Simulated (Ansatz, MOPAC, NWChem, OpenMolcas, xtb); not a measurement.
# CH5Si (SMILES C[SiH2]): the zero-point energy at each level's own minimum, rung by rung

CH5Si, doublet, SMILES `C[SiH2]`. Each level relaxes the structure for itself.

Each level gives the zero-point energy at each level's own minimum (kJ/mol). The values are calculated.

```tsv
level	kind	program	value (kJ/mol)
PM3	semi-empirical	MOPAC	128.5
MNDOD	semi-empirical	MOPAC	142.1
PM6-D3H4	semi-empirical	MOPAC	122.8
GFN1-xTB	semi-empirical	xtb	128.0
UHF/3-21G	Hartree–Fock	OpenMolcas	143.5
UHF/6-31G* (Cartesian functions)	Hartree–Fock	OpenMolcas	144.4
UBP86/def2-SVP	GGA	NWChem	130.0
UB3LYP/def2-SVP	global hybrid	NWChem	133.7
UPBE0-D4/def2-TZVP	global hybrid	Ansatz	134.5
UB3LYP/6-31G* (Cartesian functions)	global hybrid	OpenMolcas	135.5
```

Harmonic and unscaled. The values span 122.8 to 144.4 kJ/mol.
